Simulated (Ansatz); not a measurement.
## Cs (bcc): energy against volume

These are results of DFT, LDA (PW92), plane waves (420 eV) with PAW, scalar-relativistic (Ansatz), not measurements. (PAW data from PBE, frozen cores regenerated.)

The cell is scaled uniformly from the relaxed one, with fractional coordinates and shape fixed. Energies are extrapolated to zero smearing, pressures are those at the given smearing. Magnetic state: spin not included.

A Birch-Murnaghan fit gives V₀ = 95.80 Å³/atom, B₀ = 2.5 GPa, B₀′ = 3.3.

What are the energy above the minimum and the pressure at 84.443 Å³/atom?

12.6 meV/atom and 0.38 GPa as computed.

What are the energy above the minimum and the pressure at 103.635 Å³/atom?

4.5 meV/atom and -0.17 GPa as computed.

What are the energy above the minimum and the pressure at 107.473 Å³/atom?

9.4 meV/atom and -0.24 GPa as computed.
